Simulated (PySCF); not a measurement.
**N2: relaxation and vibrations of the singlet**

Aim: relax N2 as a singlet from a linear start, check by its vibrations whether the end is a minimum, and collect its spectrum and constants.

Computed with PySCF 2.14.0. Level: PBE0, basis N def2-TZVP, no relativity, density fitting.

### 1 The system as given

2 atoms, charge 0, spin multiplicity 1.

Bond lengths: N1–N2 1.278 Å.

Coordinates in bohr (charge 0 multiplicity 1):
```
N     0.0000    0.0000    0.0000
N     0.0000    0.0000    2.4151
```

### 2 First SCF at the start

One driver script runs all steps and calls PySCF; scf.py shows how it sets up the SCF of each step. The optimiser is the driver's own. After this first run the driver tries any further starts and a stability analysis.

File scf.py:

```python
from pyscf import gto, scf, dft
mol = gto.M(atom='''
N      0.000000     0.000000     0.000000
N      0.000000     0.000000     1.278000''',
    basis={'N': 'def2-TZVP'},
    charge=0, spin=0)
mf = dft.RKS(mol, xc='PBE0')
mf.grids.atom_grid = (50, 194)
aux = {'N': 'def2-universal-JKFIT'}
mf = mf.density_fit(auxbasis=aux)
mf.conv_tol = 1e-08
mf.diis_space = 10
mf.max_cycle = 60
mf.init_guess = 'minao'
mf.verbose = 4
mf.kernel()
```

Command:

```console
$ OMP_NUM_THREADS=1 python axn.py task.json out
```

Output:

```text
init E= -109.203461730763
  HOMO = -0.357123243368532  LUMO = -0.0806718070467362  gap/eV = 7.52263
cycle= 1 E= -109.367595976446  delta_E= -0.164  |g|= 0.224  |ddm|= 1.24
  HOMO = -0.476484643334746  LUMO = -0.131747414087853  gap/eV = 9.38078
cycle= 2 E= -109.373945366328  delta_E= -0.00635  |g|= 0.139  |ddm|= 0.221
  HOMO = -0.432519929305096  LUMO = -0.0904746390531319  gap/eV = 9.30753
cycle= 3 E= -109.378008486892  delta_E= -0.00406  |g|= 0.00257  |ddm|= 0.0917
  HOMO = -0.432691706380039  LUMO = -0.0906858199308074  gap/eV = 9.30645
cycle= 4 E= -109.378010247975  delta_E= -1.76e-06  |g|= 0.000601  |ddm|= 0.00292
  HOMO = -0.432722599456902  LUMO = -0.0906599868206802  gap/eV = 9.30800
cycle= 5 E= -109.37801030968  delta_E= -6.17e-08  |g|= 7.93e-05  |ddm|= 0.000508
  HOMO = -0.432739208164224  LUMO = -0.0906796224466117  gap/eV = 9.30792
cycle= 6 E= -109.378010311005  delta_E= -1.33e-09  |g|= 1.18e-06  |ddm|= 7.24e-05
  HOMO = -0.4327396797072  LUMO = -0.0906801360562124  gap/eV = 9.30791
Extra cycle  E= -109.378010311006  delta_E= -3.69e-13  |g|= 5.81e-07  |ddm|= 2.13e-06
converged SCF energy = -109.378010311006
```

This step, with its further starts and checks, ran for 1 s (1 thread of Intel Xeon 6975P-C (Granite Rapids), shared host).

The test of internal stability found no lower closed-shell solution.

### 3 Relaxing the singlet from the linear start

The program finds D∞h symmetry in the start, which this walk keeps. The walk stops when the largest gradient is under 0.0003 Eh/bohr and the energy has settled too.

scf.py: that of step 2 with these lines changed.

```diff
@@ -3,2 +3,2 @@
-N      0.000000     0.000000     0.000000
-N      0.000000     0.000000     1.278000''',
+N      0.000000     0.000000    -0.639000
+N      0.000000     0.000000     0.639000''',
@@ -14 +13,0 @@
-mf.init_guess = 'minao'
```

Energy and gradient, step by step:

```csv
step,energy (Eh),change (kJ/mol),largest symmetric gradient (Eh/bohr)
0,-109.378010,0.00,0.30768
1,-109.430894,-138.85,0.18663
2,-109.443592,-172.18,0.10076
3,-109.446077,-178.71,0.02611
4,-109.446292,-179.27,0.00270
5,-109.446294,-179.28,0.00008
```

The walk took 2.2 s.

Positions (Å) and forces (eV/Å) along the way:

```
step 0
N    0.000   0.000  -0.639   0.000   0.000  15.822
N    0.000   0.000   0.639   0.000   0.000 -15.822
step 1
N    0.000   0.000  -0.585   0.000   0.000   9.597
N    0.000   0.000   0.585   0.000   0.000  -9.597
step 3
N    0.000   0.000  -0.549   0.000   0.000   1.343
N    0.000   0.000   0.549   0.000   0.000  -1.343
step 5
N    0.000   0.000  -0.545   0.000   0.000  -0.004
N    0.000   0.000   0.545   0.000   0.000   0.004
```

After 5 steps and 179.3 kJ/mol it ends at D∞h: N–N 1.089 Å.

### 4 Frequencies

On the finer grid the gradient is checked again; gradients at displacements of ±0.02 bohr then give force constants and infrared intensities.

scf.py: that of step 3 with these lines changed.

```diff
@@ -3,2 +3,2 @@
-N      0.000000     0.000000    -0.639000
-N      0.000000     0.000000     0.639000''',
+N     -0.000000    -0.000000    -0.544744
+N      0.000000     0.000000     0.544744''',
@@ -8 +8 @@
-mf.grids.atom_grid = (50, 194)
+mf.grids.atom_grid = (75, 302)
@@ -11 +11 @@
-mf.conv_tol = 1e-08
+mf.conv_tol = 1e-10
```

This SCF starts from the last density.

SCF at the final geometry:

```text
init E= -109.446294618397
  HOMO = -0.447508320541019  LUMO = -0.0152856556156809  gap/eV = 11.76138
cycle= 1 E= -109.446294618397  delta_E=    0  |g|= 3.01e-07  |ddm|= 2.67e-07
  HOMO = -0.447508255883157  LUMO = -0.0152855975678722  gap/eV = 11.76138
Extra cycle  E= -109.446294618397  delta_E= 5.68e-14  |g|= 6.55e-07  |ddm|= 4.08e-07
converged SCF energy = -109.446294618397
```

The whole step took 4.7 s.

Geometry: D∞h; N–N 1.089 Å.

Harmonic modes (main isotopes):

```tsv
symmetry	ω (cm⁻¹)	IR (km/mol)	μ (u)	type
σg+	2485	0.0	14.00	stretch
```

Every mode is real; the point is a minimum.

Constants and moments:

| Quantity | Value |
| --- | --- |
| Dipole moment | 0.00 D |
| Highest occupied level | -12.18 eV |
| Lowest empty level | -0.42 eV |
| Rotational constants | 2.028 cm⁻¹ |
| Zero-point energy | 14.9 kJ/mol |
| Principal polarisabilities | 8.2, 8.2, 14.6 bohr³ |
| Atomisation energy without zero-point energy | 942 kJ/mol |
| Principal traceless quadrupole moments about the centre of mass | -1.55, 0.78, 0.78 D Å |
| Entropy at 298.15 K and 1 bar | 191.4 J/(mol K) |
| Heat capacity Cp at 298.15 K | 29.1 J/(mol K) |
| Enthalpy at 298.15 K above 0 K | 8.68 kJ/mol |
| Rotational symmetry number | 2 |

Charges (e) and bond orders:

```
atom  Mulliken  Löwdin  polar tensor  Mayer order to N1
  N1      0.00    0.00          0.00                  –
  N2      0.00    0.00          0.00               2.84
```

Mulliken populations on N1: s 3.81, p 3.12, d 0.07, f 0.01.

### 5 Fields at the lowest minimum

The plane holds N1 at (0.00, 0.00), N2 at (1.09, 0.00) Å. Columns run from x = -1.95 to 3.45 Å, rows from y = 2.25 (top) to -1.95 Å, in steps of 0.3 Å.

Density (cut at 5 e/Å³):

Ten steps from '0' (0.000 e/Å³) to '9' (5.000 e/Å³), finer at the low end (step k begins (100^(k/10) - 1)/99 of the way up):
```
0000000000000000000
0000000000000000000
0000000000000000000
0000011111110000000
0000123333332100000
0001345555554210000
0012578888886420000
0013689999997521000
0013689999997521000
0012578888886420000
0001345555554210000
0000123333332100000
0000011111110000000
0000000000000000000
0000000000000000000
```

ELF (0 where the density is under 0.005 e/Å³):

Ten even steps from '0' (0.00) to '9' (0.96):
```
0000000000000000000
0000000000000000000
0000111111111000000
0003444333344420000
0046776555567763000
0378998777789986000
0589997687689997300
0699991186729998400
0699991186729998400
0589997687689997300
0378998777789986000
0046776555567763000
0003444333344420000
0000111111111000000
0000000000000000000
```

Highest occupied orbital at -12.18 eV (sign arbitrary; one member if degenerate):

Ten even steps from '0' (-1.04 Å^-3/2) to '9' (0.79 Å^-3/2):
```
5555555555555555555
5555555555555555555
5555555555555555555
5555555555555555555
5555545555555555555
5554444555544455555
5554323577423445555
5544300999701345555
5544300999701345555
5554323577423445555
5554444555544455555
5555545555555555555
5555555555555555555
5555555555555555555
5555555555555555555
```

Making the fields took under 0.5 s.

### 6 What came out

```
                                 quantity             value
                                  minimum      singlet, D∞h
                                 geometry       N–N 1.089 Å
                       wavenumbers (cm⁻¹)        2485 (σg+)
                            dipole moment            0.00 D
     highest occupied, lowest empty level  -12.18, -0.42 eV
                polar-tensor charge of N1           -0.00 e
                        zero-point energy       14.9 kJ/mol
                      entropy at 298.15 K   191.4 J/(mol K)
atomisation energy (no zero-point energy)        942 kJ/mol
```

The linear start keeps its D∞h symmetry and ends in a minimum. Only this shape and spin were tried, so other structures or states may lie lower.

The search up to here ran for 8 s (1 thread of Intel Xeon 6975P-C (Granite Rapids), shared host).
